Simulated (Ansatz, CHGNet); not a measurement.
For wurtzite AlN, the machine-learned potential CHGNet 0.3.0 (trained on PBE and PBE+U data) gives:

| Property | Result |
|---|---|
| equilibrium lattice constant a | 3.130 Å |
| lattice parameter c | 5.009 Å |

Task: What does PBE0 in Ansatz (plane waves, PAW) give for the same quantities?

Result: 
- lattice constant a: 3.105 Å (shrinks by 0.8 %)
- lattice parameter c: 4.968 Å (falls by 0.8 %)

For comparison: lattice constant a 3.111 Å (measured, low temperature, extrapolated to low temperature; as tabulated in arXiv:1206.3780); lattice parameter c 4.979 Å (measured, low temperature, extrapolated to low temperature; as tabulated in arXiv:1206.3780).

Changes are worked out from the printed values.

Unless a cell is named, each level is at its own relaxed cell (CHGNet 0.3.0 10.63, PBE0 10.37 Å³/atom).

Ansatz's density-functional and Hartree–Fock values are scalar-relativistic unless marked +SOC, with PAW data made under PBE.

Ansatz is an electronic-structure program.
